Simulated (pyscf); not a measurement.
Structures and frequencies: ωB97X-D3(BJ)/def2-SVP in PySCF.

**Question.** For GeH₃• + disilane (H₃Si–SiH₃) → H₃Si–GeH₃ + silyl (SiH₃•), a substitution at Si (doublet surface; Si–Si broken, Ge–Si formed), PBE/def2-TZVP gives ΔE‡ = 0.14 eV and ΔE = +0.10 eV (zero: the separated reactants). In which direction and how far do B3LYP-D3(BJ)/def2-TZVP, PBE0-D3(BJ)/def2-TZVP, ωB97M-D3(BJ)/def2-TZVP move these?

**Answer.** B3LYP-D3(BJ): ΔE‡ = 0.32 eV, ΔE = +0.12 eV; PBE0-D3(BJ): ΔE‡ = 0.21 eV, ΔE = +0.11 eV; ωB97M-D3(BJ): ΔE‡ = 0.49 eV, ΔE = +0.19 eV. PBE's barrier lies under all of them, by 0.07 to 0.35 eV. Its reaction energy matches one of them and lies within 0.08 eV of the others. One saddle was located; it need not be the lowest between these sides. The angle at the attacked Si is 180°. Elements up to Kr have no core potential and no relativistic terms here.
